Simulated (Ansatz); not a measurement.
Geometry optimisation, RHF/cc-pVDZ (Ansatz).

The input (input.yaml):

```yaml
crystal:
  periodic: [false, false, false]
  atoms:
    - { symbol: Cl, position_ang: [-1.5234, 0.1437, -2.7646] }
    - { symbol: C, position_ang: [0.6885, -0.0795, 1.2051] }
    - { symbol: C, position_ang: [0.0749, 0.0135, 0.183] }
    - { symbol: H, position_ang: [1.2205, -0.1731, 2.1081] }
    - { symbol: H, position_ang: [-0.4605, 0.0955, -0.7316] }
total_charge: -1
basis:
  gaussian: { orbitals: cc-pVDZ }
hamiltonian:
  xc: hf
relax:
  f_tol: 0.02
  max_steps: 40
scf:
  lower_state_search: "off"
output:
  orbitals: {}
```

Launched with:

```bash
$ ansatz run input.yaml --threads 1 --pin off --max-ram 2048MiB --backend cpu --events-out ev --progress --plain --runs-dir out
```

Problem. Where does it end, and by what steps?

Solution. The run converged. Limits of this set-up: an anion without diffuse functions, the dipole of an ion depends on the origin. After 4 steps the energy has fallen by 0.021 eV; Cl1 moved furthest, 0.09 Å.

| step | energy less start (eV) | largest force component (eV/Å) | accepted |
| --- | --- | --- | --- |
| 0 | 0.0000 | 0.814 | yes |
| 1 | -0.0201 | 0.133 | yes |
| 2 | -0.0209 | 0.028 | yes |
| 3 | -0.0210 | 0.032 | yes |
| 4 | -0.0210 | 0.009 | yes |

```xyz
5
Properties=species:S:1:pos:R:3
Cl -1.588 0.184 -2.814
C 0.694 -0.080 1.229
C 0.105 -0.012 0.189
H 1.216 -0.143 2.152
H -0.427 0.050 -0.756
```

The run took 2.7 s on 1 thread of Arm Neoverse V2, with other jobs on the host, peak memory 0.09 GiB.
